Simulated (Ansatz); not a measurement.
Input file:

```yaml
crystal:
  periodic: [false, false, false]
  atoms:
    - {symbol: Si, position_ang: [-0.042523, 0.096063, 1.701345]}
    - {symbol: As, position_ang: [0.039651, -0.018372, -0.635225]}
    - {symbol: H, position_ang: [0.026769, -1.426596, 1.763999]}
    - {symbol: H, position_ang: [-0.998195, -1.075279, -0.943937]}
    - {symbol: H, position_ang: [-0.790994, 1.190790, -1.009616]}
basis:
  gaussian: {orbitals: cc-pVDZ}
magnetization: {spin_polarized: false, initial_magnetization: 2}
correlation: {method: ccsd_t, electrons: outside_noble_gas}
```

```sh
$ ansatz run in.yaml --threads 1 --pin off --events-out ev --progress --plain --max-ram 2393MiB
```

Output:

```
644 factors; integrals over basis functions are off by at most 1.3e-3 eV
mean field evaluation 1: about -68701.0342 eV, gradient 9.8e0 eV
mean field evaluation 2: about -68701.0375 eV, gradient 9.8e0 eV
mean field evaluation 4: about -68702.0471 eV, gradient 1.4e0 eV
mean field evaluation 8: about -68702.1517 eV, gradient 1.5e-1 eV
mean field evaluation 16: about -68702.1105 eV, gradient 9.8e-1 eV
mean field evaluation 32: about -68699.4183 eV, gradient 6.6e0 eV
mean field evaluation 64: about -68698.4615 eV, gradient 2.4e-3 eV
mean field -68702.15198582 eV, -2524.7575174878 hartree, gradient 1.5e-6 eV, S^2 2.000000; 1 other end points of the search recorded, 0 dependent functions left out
mean field evaluation 96: about -68702.2317 eV, gradient 1.8e-4 eV
19 core orbitals not correlated: weight in the atoms' cores, before any rotation towards them, 1.000 or more for the frozen orbitals, at most 0.000 for the correlated occupied ones
reference -68702.15198582 eV, -2524.7575174878 hartree; 7, 5 occupied and 34, 36 virtual orbitals, 644 factors
second order -4.90056334 eV of doubles, -0.04426601 eV of singles
cycle   1  -5.68852377 eV  change   -7.4e-1 eV  update   7.7e-2
cycle   2  -5.98627509 eV  change   -3.0e-1 eV  update   3.4e-2
cycle   3  -6.02013676 eV  change   -3.4e-2 eV  update   1.8e-2
cycle   4  -6.02373921 eV  change   -3.6e-3 eV  update   1.2e-2
cycle   5  -6.02887325 eV  change   -5.1e-3 eV  update   7.2e-3
cycle   6  -6.03145865 eV  change   -2.6e-3 eV  update   3.6e-3
cycle   7  -6.03329787 eV  change   -1.8e-3 eV  update   1.8e-3
cycle   8  -6.03355766 eV  change   -2.6e-4 eV  update   8.0e-4
cycle   9  -6.03331388 eV  change    2.4e-4 eV  update   3.6e-4
cycle  10  -6.03343530 eV  change   -1.2e-4 eV  update   1.7e-4
cycle  11  -6.03343720 eV  change   -1.9e-6 eV  update   8.3e-5
cycle  12  -6.03343923 eV  change   -2.0e-6 eV  update   3.6e-5
cycle  13  -6.03341513 eV  change    2.4e-5 eV  update   1.4e-5
cycle  14  -6.03340963 eV  change    5.5e-6 eV  update   5.5e-6
perturbative correction -0.18725097 eV, -0.0068813462 hartree
Total energy: -68708.37264642 eV, -2524.9861225483 hartree
```

Ran on 1 thread of Arm Neoverse V2, shared host: 2.7 s wall, 0.14 GiB peak host memory.
